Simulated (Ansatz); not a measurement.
`[CH2]C=O` radical, relaxed with UKS PBE0-D4/def2-TZVP in the Gaussian-basis code of Ansatz from a PBE-D4/def2-SVP geometry. The force threshold is 0.005 eV/Å; the program also tests the step.

Total charge 0; spin multiplicity 2.

Start:

```xyz
6

C    -0.500    0.530    0.033
C     0.479   -0.518   -0.043
O     1.378   -0.677    0.796
H    -0.463    1.238    0.876
H    -1.284    0.639   -0.733
H     0.390   -1.212   -0.929
```

**Question.** By how much does the energy fall, and how many steps does the optimiser take? (Estimate.)

**Answer.** Ansatz gave: 3.29 kJ/mol, in 5 steps, 1 of them rejected.

**Question.** Which bonds change most? (An estimate is asked.)

**Answer.** Ansatz gave: C2–H6 from 1.129 to 1.106 Å; C1–H5 from 1.102 to 1.083 Å; C1–H4 from 1.102 to 1.083 Å; C1–C2 from 1.436 to 1.420 Å.

**Question.** Give the relaxed structure. (Estimate.)

**Answer.** Ansatz gave: 
```xyz
6

C    -0.496    0.526    0.033
C     0.470   -0.513   -0.048
O     1.357   -0.667    0.784
H    -0.456    1.220    0.864
H    -1.267    0.634   -0.720
H     0.392   -1.199   -0.913
```
